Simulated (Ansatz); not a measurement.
Working through a ladder of basis sets of FO (charge +1)

Computed with Ansatz 0.2.0 through its Python package.

Typed at the interpreter:
```pycon
>>> import ansatz as az
>>> from ase import Atoms
>>> LEVEL = "mp2"
>>> CHARGE = 1
>>> atoms = Atoms(["O", "F"], positions=[
...     [0.0, 0.0, 0.0],
...     [0.0, 0.0, 1.315],
... ])
>>> geometry = az.Crystal.molecule_from_ase(atoms)
>>> calc = geometry.calculation()
>>> calc = calc.correlation(LEVEL)
>>> calc = calc.charge(CHARGE)
>>> calc = calc.spin("collinear", total=2)
>>> energies = {}
>>> for basis in ["cc-pVDZ", "cc-pVTZ"]:
...     report = calc.basis(gaussian=basis).run().report
...     size = report["n_frozen"] + report["n_occupied"][0] + report["n_virtual"][0]
...     energies[basis] = (report["reference_energy_ev"] / 27.211386246, report["free_energy_ev"] / 27.211386246)
...     print(f"{basis:14s} {size:4d} orbitals  reference {energies[basis][0]:14.6f} Ha  total {energies[basis][1]:14.6f} Ha")
...
cc-pVDZ          28 orbitals  reference    -173.686472 Ha  total    -173.997018 Ha
cc-pVTZ          60 orbitals  reference    -173.749799 Ha  total    -174.154786 Ha
>>> # correlation energy at the basis limit from E(X) = E + A / X^3
>>> small, large = (energies[b][1] - energies[b][0] for b in ("cc-pVDZ", "cc-pVTZ"))
>>> limit = (3 ** 3 * large - 2 ** 3 * small) / (3 ** 3 - 2 ** 3)
>>> print(f"correlation energy: {small:.6f} and {large:.6f} Ha, extrapolated {limit:.6f} Ha")
correlation energy: -0.310546 and -0.404987 Ha, extrapolated -0.444752 Ha
>>> print(f"share caught by the larger set: {100 * large / limit:.1f} %")
share caught by the larger set: 91.1 %
```

Against cc-pVDZ: cc-pVTZ -157.8 mHa. The last step alone is -157.77 mHa.

Notes:
- The drop along the ladder measures the basis error, and is no property of the molecule.
- The geometry is a force-field or estimated start, not a minimum of this method, and the last set is no limit. Much of the fall in a total is atomic energy, which cancels in bond and reaction energies.
- The species is open-shell (spin multiplicity 3).
- Inner cores stay frozen, so this is valence correlation.
- The spin state was assumed, and another may lie lower.
- An extrapolation from small basis sets is rough.
- It ran for 0.8 s on 1 thread of Arm Neoverse V2 (shared host), peak memory 0.16 GiB.
